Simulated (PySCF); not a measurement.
# P···H: magnetic exchange

Aim: compute the magnetic exchange of P···H.

Programs: PySCF 2.14.0, with routines of our own; each step states its level. All values are computed. Atoms count from 0.

## Step 1: The starting structure

2 atoms, charge 0, high-spin multiplicity 5; geometry from: GFN2-xTB fragments, placed rigidly.

The system (radical pair): P···H. The radical centres are 1.80 Å apart; the spin sites are atom 0 (3 unpaired) and atom 1 (1 unpaired).

## Step 2: Magnetic exchange: CASSCF and SC-NEVPT2/def2-TZVP (4,4)

Job settings and geometry (Å):

```
{"job": {"kind": "cas", "basis": "def2-TZVP", "active": "magnetic", "zfs": false}, "charge": 0, "high_spin_multiplicity": 5, "spin_sites": [[[0], 3], [[1], 1]]}
P     -0.350000     0.000000    -0.828000
H      0.350000     0.000000     0.828000
```

Level: CASSCF and SC-NEVPT2/def2-TZVP spin states, gas phase.

The run is started by

```
OMP_NUM_THREADS=1 python exch_run.py task.json out
```

This one command runs all jobs of the session in turn.

Standard output:

```text
start orbitals: natural orbitals of the high-spin HF determinant (converged)
active space: 4 electrons in 4 orbitals, 6 closed; orbitals optimised for multiplicities 5 3
macro   0  E = -341.1948175346  dE =  0.000e+00  |g| = 1.416e-01
macro   1  E = -341.1986549828  dE = -3.837e-03  |g| = 4.584e-02
macro   2  E = -341.1993381973  dE = -6.832e-04  |g| = 1.495e-02
macro   3  E = -341.1994635178  dE = -1.253e-04  |g| = 1.016e-02
macro   4  E = -341.1995524596  dE = -8.894e-05  |g| = 6.544e-03
macro   5  E = -341.1995684634  dE = -1.600e-05  |g| = 3.392e-03
macro   6  E = -341.1995717325  dE = -3.269e-06  |g| = 8.171e-04
macro   7  E = -341.1995720044  dE = -2.719e-07  |g| = 2.274e-04
macro   8  E = -341.1995720383  dE = -3.389e-08  |g| = 1.215e-04
CASSCF converged, mean energy = -341.1995720383
2S+1 = 5  root 0  E(CAS) = -341.12921936  E(NEVPT2) = -341.21909231  occupations 1.000 1.000 1.000 1.000
2S+1 = 3  root 0  E(CAS) = -341.26992472  E(NEVPT2) = -341.37072598  occupations 1.913 1.000 1.000 0.087
```

It took 0.5 s on 1 thread of Arm Neoverse N1, shared host.

In the low-spin state two of the magnetic electrons pair up in one orbital, so J is a formal number.

In short:

```csv
quantity,value
low less high spin (NEVPT2),-95.2 kcal/mol
```

Mulliken spin populations of the high-spin state:

```csv
atom,value (e)
P0,3.06
H1,0.94
```

Orbitals, density, ELF and potential are computed afterwards from the orbital file.

The spin density lies nearest to P0 71 %; H1 29 %.

## Step 3: Magnetic exchange: HF/def2-TZVP

Job settings and geometry (Å):

```
{"job": {"kind": "bs", "xc": "HF", "basis": "def2-TZVP", "rks": false}, "charge": 0, "high_spin_multiplicity": 5, "spin_sites": [[[0], 3], [[1], 1]]}
P     -0.350000     0.000000    -0.828000
H      0.350000     0.000000     0.828000
```

With the program's defaults for keys left out, this is: HF/def2-TZVP high-spin and broken-symmetry single points, gas phase.

Standard output:

```text
high-spin state, multiplicity 5
final grid: 17304 points
cycle   1  E = -341.0947343635  dE = -2.993e-01  |g| = 1.710e-01  |ddm| = 2.380e+00
cycle   2  E = -341.1301204414  dE = -3.539e-02  |g| = 6.154e-02  |ddm| = 1.002e+00
cycle   3  E = -341.1331017803  dE = -2.981e-03  |g| = 2.143e-02  |ddm| = 2.006e-01
cycle   4  E = -341.1338755651  dE = -7.738e-04  |g| = 6.531e-03  |ddm| = 1.308e-01
cycle   5  E = -341.1339740282  dE = -9.846e-05  |g| = 2.383e-03  |ddm| = 4.454e-02
cycle   6  E = -341.1339918663  dE = -1.784e-05  |g| = 1.156e-03  |ddm| = 1.318e-02
cycle   7  E = -341.1339975135  dE = -5.647e-06  |g| = 5.517e-04  |ddm| = 5.562e-03
cycle   8  E = -341.1339989259  dE = -1.412e-06  |g| = 2.452e-04  |ddm| = 2.491e-03
cycle   9  E = -341.1339992295  dE = -3.036e-07  |g| = 7.960e-05  |ddm| = 1.339e-03
cycle  10  E = -341.1339992561  dE = -2.660e-08  |g| = 1.723e-05  |ddm| = 4.145e-04
cycle  11  E = -341.1339992568  dE = -7.406e-10  |g| = 4.230e-06  |ddm| = 5.743e-05
converged SCF energy = -341.1339992568

broken-symmetry state, M_S = 1, start: spins of the second site flipped
final grid: 17304 points
cycle   1  E = -341.2063109062  dE = -1.013e-01  |g| = 9.161e-02  |ddm| = 5.589e-01
cycle   2  E = -341.2294498092  dE = -2.314e-02  |g| = 6.286e-02  |ddm| = 2.381e-01
cycle   3  E = -341.2483882870  dE = -1.894e-02  |g| = 3.328e-02  |ddm| = 2.940e-01
cycle   4  E = -341.2548103020  dE = -6.422e-03  |g| = 1.727e-02  |ddm| = 1.868e-01
cycle   5  E = -341.2562992254  dE = -1.489e-03  |g| = 9.159e-03  |ddm| = 7.395e-02
cycle   6  E = -341.2568534715  dE = -5.542e-04  |g| = 5.064e-03  |ddm| = 5.063e-02
cycle   7  E = -341.2570923908  dE = -2.389e-04  |g| = 1.854e-03  |ddm| = 4.815e-02
cycle   8  E = -341.2571143283  dE = -2.194e-05  |g| = 3.541e-04  |ddm| = 2.091e-02
cycle   9  E = -341.2571149196  dE = -5.912e-07  |g| = 1.044e-04  |ddm| = 2.115e-03
cycle  10  E = -341.2571150128  dE = -9.324e-08  |g| = 2.233e-05  |ddm| = 1.058e-03
cycle  11  E = -341.2571150170  dE = -4.198e-09  |g| = 6.441e-06  |ddm| = 2.452e-04
converged SCF energy = -341.2571150170

<S^2> high spin = 6.0024, broken symmetry = 2.0438
E(HS) - E(BS) = 27020.79 cm-1
J_noodleman = -9006.93 cm-1
J_unprojected = -6755.20 cm-1
J_yamaguchi = -6825.83 cm-1
```

Run time: 0.1 s. Hardware: 1 thread of Arm Neoverse N1, shared host.

J and the spin gap of this run are not to be taken as properties: the broken-symmetry state has ⟨S²⟩ 2.04 where antiparallel sites give about 3.0, so the electrons meant to stay apart are largely paired.

## Step 4: Magnetic exchange: PBE0/def2-TZVP

Job settings and geometry (Å):

```
{"job": {"kind": "bs", "xc": "PBE0", "grid": 1, "basis": "def2-TZVP", "rks": false}, "charge": 0, "high_spin_multiplicity": 5, "spin_sites": [[[0], 3], [[1], 1]]}
P     -0.350000     0.000000    -0.828000
H      0.350000     0.000000     0.828000
```

With the program's defaults for keys left out, this is: PBE0/def2-TZVP high-spin and broken-symmetry single points, gas phase.

Standard output:

```text
high-spin state, multiplicity 5
final grid: 8888 points
cycle   1  E = -341.5704486513  dE = -4.713e-03  |g| = 1.235e-02  |ddm| = 1.340e-01
cycle   2  E = -341.5705531941  dE = -1.045e-04  |g| = 3.943e-03  |ddm| = 4.513e-02
cycle   3  E = -341.5705695307  dE = -1.634e-05  |g| = 2.147e-03  |ddm| = 1.039e-02
cycle   4  E = -341.5705736122  dE = -4.081e-06  |g| = 5.511e-04  |ddm| = 3.282e-03
cycle   5  E = -341.5705746006  dE = -9.884e-07  |g| = 2.247e-04  |ddm| = 2.235e-03
cycle   6  E = -341.5705746989  dE = -9.832e-08  |g| = 8.397e-05  |ddm| = 6.789e-04
cycle   7  E = -341.5705747116  dE = -1.274e-08  |g| = 1.611e-05  |ddm| = 2.472e-04
cycle   8  E = -341.5705747122  dE = -5.492e-10  |g| = 1.123e-06  |ddm| = 6.853e-05
converged SCF energy = -341.5705747122

broken-symmetry state, M_S = 1, start: spins of the second site flipped
final grid: 8888 points
cycle   1  E = -341.6975338395  dE = -1.451e-01  |g| = 6.684e-02  |ddm| = 9.418e-01
cycle   2  E = -341.7148123071  dE = -1.728e-02  |g| = 3.895e-02  |ddm| = 2.199e-01
cycle   3  E = -341.7231077286  dE = -8.295e-03  |g| = 1.740e-02  |ddm| = 1.977e-01
cycle   4  E = -341.7240290908  dE = -9.214e-04  |g| = 6.770e-03  |ddm| = 5.726e-02
cycle   5  E = -341.7242106860  dE = -1.816e-04  |g| = 2.054e-03  |ddm| = 3.127e-02
cycle   6  E = -341.7242176149  dE = -6.929e-06  |g| = 1.265e-03  |ddm| = 5.654e-03
cycle   7  E = -341.7242194770  dE = -1.862e-06  |g| = 2.256e-04  |ddm| = 1.878e-03
cycle   8  E = -341.7242195514  dE = -7.438e-08  |g| = 3.802e-05  |ddm| = 4.595e-04
cycle   9  E = -341.7242195544  dE = -3.029e-09  |g| = 6.100e-06  |ddm| = 1.136e-04
converged SCF energy = -341.7242195544

<S^2> high spin = 6.0010, broken symmetry = 2.0124
E(HS) - E(BS) = 33721.15 cm-1
J_noodleman = -11240.38 cm-1
J_unprojected = -8430.29 cm-1
J_yamaguchi = -8454.45 cm-1
```

Wall time 0.6 s (1 thread of Arm Neoverse N1, shared host).

The broken-symmetry state collapsed to a pure spin state (⟨S²⟩ 2.01), so its J has no meaning.

Key values:

```csv
quantity,value
that state less high spin,-96.4 kcal/mol
```

## Step 5: Magnetic exchange: HF/LANL2DZ, grid 3

Job settings and geometry (Å):

```
{"job": {"kind": "bs", "xc": "HF", "basis": "LANL2DZ", "rks": false, "x2c": false, "grid": 3}, "charge": 0, "high_spin_multiplicity": 5, "spin_sites": [[[0], 3], [[1], 1]]}
P     -0.350000     0.000000    -0.828000
H      0.350000     0.000000     0.828000
```

Method: HF/LANL2DZ high-spin and broken-symmetry single points, gas phase.

Standard output:

```text
high-spin state, multiplicity 5
final grid: 28992 points
cycle   1  E = -6.6611231015  dE = -1.828e+00  |g| = 2.322e-01  |ddm| = 2.838e+00
cycle   2  E = -6.7242337155  dE = -6.311e-02  |g| = 5.007e-02  |ddm| = 6.831e-01
cycle   3  E = -6.7266107620  dE = -2.377e-03  |g| = 9.324e-03  |ddm| = 1.487e-01
cycle   4  E = -6.7267537072  dE = -1.429e-04  |g| = 3.709e-03  |ddm| = 2.628e-02
cycle   5  E = -6.7267914505  dE = -3.774e-05  |g| = 9.374e-04  |ddm| = 1.370e-02
cycle   6  E = -6.7267944373  dE = -2.987e-06  |g| = 1.442e-04  |ddm| = 3.426e-03
cycle   7  E = -6.7267944890  dE = -5.165e-08  |g| = 2.116e-05  |ddm| = 5.602e-04
cycle   8  E = -6.7267944898  dE = -8.632e-10  |g| = 1.925e-06  |ddm| = 7.641e-05
converged SCF energy = -6.7267944898

broken-symmetry state, M_S = 1, start: spins of the second site flipped
final grid: 28992 points
cycle   1  E = -6.8066490958  dE = -1.009e-01  |g| = 9.143e-02  |ddm| = 6.240e-01
cycle   2  E = -6.8285411388  dE = -2.189e-02  |g| = 5.543e-02  |ddm| = 2.501e-01
cycle   3  E = -6.8429024083  dE = -1.436e-02  |g| = 2.059e-02  |ddm| = 3.034e-01
cycle   4  E = -6.8452313963  dE = -2.329e-03  |g| = 8.720e-03  |ddm| = 1.312e-01
cycle   5  E = -6.8456002368  dE = -3.688e-04  |g| = 2.403e-03  |ddm| = 5.142e-02
cycle   6  E = -6.8456319854  dE = -3.175e-05  |g| = 7.574e-04  |ddm| = 1.616e-02
cycle   7  E = -6.8456347240  dE = -2.739e-06  |g| = 1.115e-04  |ddm| = 4.923e-03
cycle   8  E = -6.8456347967  dE = -7.273e-08  |g| = 1.842e-05  |ddm| = 8.838e-04
cycle   9  E = -6.8456347989  dE = -2.241e-09  |g| = 3.923e-06  |ddm| = 1.595e-04
converged SCF energy = -6.8456347989

<S^2> high spin = 6.0006, broken symmetry = 2.1484
E(HS) - E(BS) = 26082.43 cm-1
J_noodleman = -8694.14 cm-1
J_unprojected = -6520.61 cm-1
J_yamaguchi = -6770.72 cm-1
```

Wall time 0.2 s (1 thread of Arm Neoverse N1, shared host).

J and the spin gap of this run are not to be taken as properties: the broken-symmetry state has ⟨S²⟩ 2.15 where antiparallel sites give about 3.0, so the electrons meant to stay apart are largely paired.

## Step 6: Magnetic exchange: M06/aug-cc-pVDZ, grid 2

Job settings and geometry (Å):

```
{"job": {"kind": "bs", "xc": "M06", "basis": "aug-cc-pVDZ", "rks": false, "x2c": false, "grid": 2}, "charge": 0, "high_spin_multiplicity": 5, "spin_sites": [[[0], 3], [[1], 1]]}
P     -0.350000     0.000000    -0.828000
H      0.350000     0.000000     0.828000
```

Method: M06/aug-cc-pVDZ high-spin and broken-symmetry single points, gas phase.

Standard output:

```text
high-spin state, multiplicity 5
coarse grid: 8888 points
cycle   1  E = -341.6302924581  dE = -1.430e-02  |g| = 1.435e-01  |ddm| = 3.436e+00
cycle   2  E = -341.6641327235  dE = -3.384e-02  |g| = 9.004e-02  |ddm| = 2.867e+00
cycle   3  E = -341.6714299512  dE = -7.297e-03  |g| = 1.413e-02  |ddm| = 4.649e-01
cycle   4  E = -341.6716537484  dE = -2.238e-04  |g| = 6.226e-03  |ddm| = 1.079e-01
cycle   5  E = -341.6716965598  dE = -4.281e-05  |g| = 2.198e-03  |ddm| = 2.809e-02
cycle   6  E = -341.6717016547  dE = -5.095e-06  |g| = 2.884e-04  |ddm| = 1.533e-02
final grid: 17304 points
cycle   7  E = -341.6718869339  dE = -1.898e-06  |g| = 3.456e-04  |ddm| = 1.024e-02
cycle   8  E = -341.6718870903  dE = -1.564e-07  |g| = 1.490e-04  |ddm| = 2.153e-03
cycle   9  E = -341.6718871153  dE = -2.503e-08  |g| = 6.082e-05  |ddm| = 1.131e-03
cycle  10  E = -341.6718871206  dE = -5.356e-09  |g| = 1.600e-05  |ddm| = 3.146e-04
converged SCF energy = -341.6718871206

broken-symmetry state, M_S = 1, start: spins of the second site flipped
final grid: 17304 points
cycle   1  E = -341.8017020736  dE = -1.466e-01  |g| = 7.829e-02  |ddm| = 1.253e+00
cycle   2  E = -341.8248583763  dE = -2.316e-02  |g| = 4.082e-02  |ddm| = 4.391e-01
cycle   3  E = -341.8316961789  dE = -6.838e-03  |g| = 2.215e-02  |ddm| = 2.969e-01
cycle   4  E = -341.8329036839  dE = -1.208e-03  |g| = 1.046e-02  |ddm| = 1.439e-01
cycle   5  E = -341.8330563318  dE = -1.526e-04  |g| = 4.104e-03  |ddm| = 4.551e-02
cycle   6  E = -341.8330758071  dE = -1.948e-05  |g| = 1.990e-03  |ddm| = 1.801e-02
cycle   7  E = -341.8330818064  dE = -5.999e-06  |g| = 1.812e-04  |ddm| = 8.986e-03
cycle   8  E = -341.8330818686  dE = -6.220e-08  |g| = 6.666e-05  |ddm| = 1.205e-03
cycle   9  E = -341.8330818723  dE = -3.695e-09  |g| = 1.116e-05  |ddm| = 2.139e-04
converged SCF energy = -341.8330818723

<S^2> high spin = 6.0017, broken symmetry = 2.0138
E(HS) - E(BS) = 35378.16 cm-1
J_noodleman = -11792.72 cm-1
J_unprojected = -8844.54 cm-1
J_yamaguchi = -8871.47 cm-1
```

Wall time 1.8 s (1 thread of Arm Neoverse N1, shared host).

The broken-symmetry state collapsed to a pure spin state (⟨S²⟩ 2.01), so its J has no meaning.

From this job:

```csv
quantity,value
that state less high spin,-101.2 kcal/mol
```

## Step 7: Spin gaps side by side

J for H = −2J S1·S2; the gap is low spin less high spin (projected; unprojected where the broken-symmetry state collapsed; or NEVPT2):

```csv
step,level,geometry,J (cm⁻¹),gap (kcal/mol),time
2,"CASSCF and SC-NEVPT2/def2-TZVP (4,4)",one,–,-95.2,0.5 s
4,PBE0/def2-TZVP,one,–,-96.4,0.6 s
6,"M06/aug-cc-pVDZ, grid 2",one,–,-101.2,1.8 s
```

CASSCF times leave out a start SCF that an earlier step had already made.

## Step 8: Summary of results

| quantity | value |
| --- | --- |
| low less high spin (NEVPT2) (step 2, CASSCF and SC-NEVPT2/def2-TZVP (4,4)) | -95.2 kcal/mol |

**Reading.** Step 3 is set aside for J and the spin gap: the broken-symmetry state has ⟨S²⟩ 2.04 where antiparallel sites give about 3.0, so the electrons meant to stay apart are largely paired. Step 5 is set aside for J and the spin gap: the broken-symmetry state has ⟨S²⟩ 2.15 where antiparallel sites give about 3.0, so the electrons meant to stay apart are largely paired. In step 2 y0 is under 0.15: in the low-spin state the magnetic electrons pair up in one orbital, so J is a formal number and only the gap is given.
